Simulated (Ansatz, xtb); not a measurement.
C2H3Si−: 5 structures ranked

5 gas-phase structures of C2H3Si−, found in a search over its isomers (lower ones may exist). Each was relaxed with GFN2-xTB:

A. `C#C[SiH2-]`, a singlet
B. a singlet given by its coordinates
C. `C=C=[SiH-]`, a singlet
D. `[C-]#C[SiH3]`, a singlet
E. `[C-]1=C[SiH2]1`, a singlet

B (Å):

```xyz
6

C    -2.2327    0.2842   -1.3398
C    -1.2126    0.3297   -2.1655
Si   -3.9198   -0.0180   -0.9484
H    -4.5007    1.7410   -0.2756
H    -1.2686    0.5177   -3.2567
H    -0.1672    0.2249   -1.8305
```

Close contacts (Å): C1–C2 1.31, C1–Si3 1.76, C2–H5 1.11, C2–H6 1.10, Si3–H4 1.97.

Task: Make a reasoned guess at their ranking by r2SCAN-D4/def2-SVPD single-point energy.

Result: Calculated order at r2SCAN-D4/def2-SVPD: C (0.0), D (0.2), A (1.2), B (15.6), E (20.7) kcal/mol. Less than 1 kcal/mol parts C and D; D and A, so the order within those pairs means little. CCSD(T)/def2-SVPD + ΔMP2/def2-TZVPPD after further relaxation puts A lowest instead.

Energies above the lowest of each column, in kcal/mol; the last columns are at PBE0-D3(BJ)/def2-SVPD geometries and were run for some of them only (a dash: not run or not comparable):

```csv
structure,GFN2-xTB,HF/STO-3G,r2SCAN-D4/def2-SVPD,PBE0-D3(BJ)/def2-SVPD,CCSD(T)/def2-SVPD + ΔMP2/def2-TZVPPD
C,32.8,29.5,0.0,0.3,3.0
D,0.0,4.5,0.2,3.7,0.5
A,15.0,0.0,1.2,0.0,0.0
B,33.8,67.1,15.6,–,–
E,29.5,42.1,20.7,–,–
```

CCSD(T)/def2-SVPD + ΔMP2/def2-TZVPPD puts A lowest of those it was run on, with D within 1 kcal/mol; r2SCAN-D4/def2-SVPD picks C. CCSD(T)/def2-SVPD + ΔMP2/def2-TZVPPD orders those it was run on as A (0.0), D (0.5), C (3.0) kcal/mol. Less than 1 kcal/mol parts A and D, so the order within that pair means little. Frequencies (PBE0-D3(BJ)/def2-SVPD) were run for A, C, D alone. ΔMP2 is the change of the MP2 energy from the smaller to the larger basis.

Over these structures GFN2-xTB departs from r2SCAN-D4/def2-SVPD by 8.7 kcal/mol on average once a common shift is removed. A GFN2-xTB relaxation took about 0.042 s and the r2SCAN-D4/def2-SVPD energy about 1.7 s on a shared host (Ansatz 0.2.0, xtb 6.7.1).
